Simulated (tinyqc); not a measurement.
Worked calculation: geometry optimisation on the PBE/sto-6g surface (energies and gradients from PySCF), for NH3, spin multiplicity 1. Computed by tinyqc, a small Python program that keeps every step (integrals from PySCF). Settings: charge = 0, multiplicity = 1, basis = sto-6g, functional = pbe,pbe, optimiser = bfgs, first Hessian = 1.0, largest step = 0.3, iteration cap = 30. Command: `OMP_NUM_THREADS=1 python tinyqc.py 29119 29120 out.jsonl` (the two numbers bound the seeds that draw the settings). One thread of a shared host (Intel(R) Xeon(R) Processor @ 2.60GHz), about 8 s of CPU time with the checks.

positions at the start (bohr):
```
            x          y          z
1N  -0.039684   0.069920   0.895730
2H   1.642172   0.062361   0.022677
3H  -0.663294   1.337926  -0.043464
4H  -0.638727  -1.326588   0.098266
```

Stop when the largest gradient component is below 3e-5 hartree/bohr. The inverse Hessian follows the BFGS update with s = step, y = change of gradient.

Course of the optimisation:

| step | E (hartree) | largest gradient (hartree/bohr) |
|---|---|---|
| 1 | -56.19147333 | 1.95e-01 |
| 2 | -56.24875008 | 5.55e-02 |
| 3 | -56.25258259 | 1.89e-02 |
| 4 | -56.25439055 | 1.90e-02 |
| 5 | -56.25552645 | 1.44e-02 |
| 6 | -56.25581652 | 7.50e-03 |
| 7 | -56.25590977 | 1.37e-03 |
| 8 | -56.25591497 | 3.49e-04 |
| 9 | -56.25591514 | 7.80e-05 |
| 10 | -56.25591516 | 3.81e-05 |
| 11 | -56.25591516 | 5.05e-05 |
| 12 | -56.25591517 | 3.63e-05 |
| 13 | -56.25591517 | 1.06e-05 |

Can the last value be used, and what does the course show?

Yes. Converged in 13 steps.
